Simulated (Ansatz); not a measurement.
The cluster Li₂Si, relaxed as a singlet with RKS r2SCAN-D4/def2-TZVP in Ansatz, starting from the GFN1-xTB geometry. Force threshold 0.02 eV/Å.

The structure comes from a short search, and lower isomers may exist.

Start:

```xyz
3

Li   -0.623    0.386   -1.090
Li   -0.651    0.076    1.170
Si    1.274   -0.462   -0.080
```

```tsv
step	energy (eV)	largest force component (eV/Å)	SCF passes
1	-8282.3410	1.971	47
2	-8282.8836	0.752	33
3	-8283.0702	0.232	32
4	-8283.1236	0.026	32
5	-8283.1239	0.008	26
```

Force components are those of the run's own axes.

End:

```xyz
3

Li   -0.565    0.448   -1.682
Li   -0.574   -0.033    1.737
Si    1.138   -0.415   -0.055
```

Bonds lost: Li1–Li2 (atoms count from 1). The end is the same structure that another start reached, the lowest one found.

No frequencies were taken in this run, so the end may be a saddle point.

Hardware: 4 threads of AMD EPYC 9R45 on a shared host. Wall time 1.4 s.
